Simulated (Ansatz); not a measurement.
Two shapes of singlet NaH2O(+).

Shape 1:

```xyz
4

Na    0.0000    0.0000   -1.0981
O     0.0000    0.0000    1.0893
H     0.0000    0.7637    1.6822
H     0.0000   -0.7637    1.6822
```

Shape 2:

```xyz
4

Na    0.0000    0.0000   -1.0102
O     0.0000    0.0000    1.0022
H     0.0000    0.7026    1.5477
H     0.0000   -0.7026    1.5477
```

Basis set: 6-31G* (spherical functions). Frozen core: 2 orbitals. Charge 1, multiplicity 1.

Computed with Ansatz (development build ahead of 0.2.0); each method stands on the lowest determinant of its kind that the runs found.

Q: Which shape is lower in energy, and by how much in each method?

A:

```csv
method,E(2) − E(1) (eV)
RHF,0.378
RHF-MP2,0.557
```

Shape 1 is lower.
